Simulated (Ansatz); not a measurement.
The C2–H7 bond of ethylamine (SMILES CCN) is stretched (multiplicity 1, the rest rigid).
Geometry at rest (charge 0, multiplicity 1):
```xyz
10

C      1.1861     0.4430     0.0237
C      0.0450    -0.5535    -0.1092
N     -1.2459     0.1305    -0.0024
H      2.1525    -0.0515    -0.0904
H      1.1004     1.2249    -0.7322
H      1.1724     0.9221     1.0066
H      0.1770    -1.3559     0.6321
H      0.0874    -1.0265    -1.0938
H     -2.0124    -0.5243    -0.1037
H     -1.3426     0.5604     0.9113
```

Correlated levels freeze the cores.

Codes used: Ansatz (Gaussian orbitals). Each number belongs to the level named beside it.

Energies above the point at 1.100 Å (the B3LYP-D3(BJ) bond length), FIC-MRCISD+Q on CASSCF(2,2)/cc-pVDZ (kcal/mol): 7.04 at 0.990 Å; 2.51 at 1.210 Å; 98.86 at 3.521 Å.

Task: Take the last value as the depth D of a Morse curve D(1 − e^(−a(R − R₀)))², fit a and R₀ to the two near points, and test it at 1.486 and 1.926 Å.

Result: 
With D = 98.9, both near points (counted from the curve's value at 1.100 Å) are met by a = 1.89 Å⁻¹ and R₀ = 1.116 Å, so k = 2Da² = 705 kcal/(mol Å²). The curve then gives 24.8 and 60.5 kcal/mol; the level itself gives 24.2 and 60.4, so Morse is off by 0.6 and 0.1.

Ansatz is a quantum-chemistry and plane-wave program.
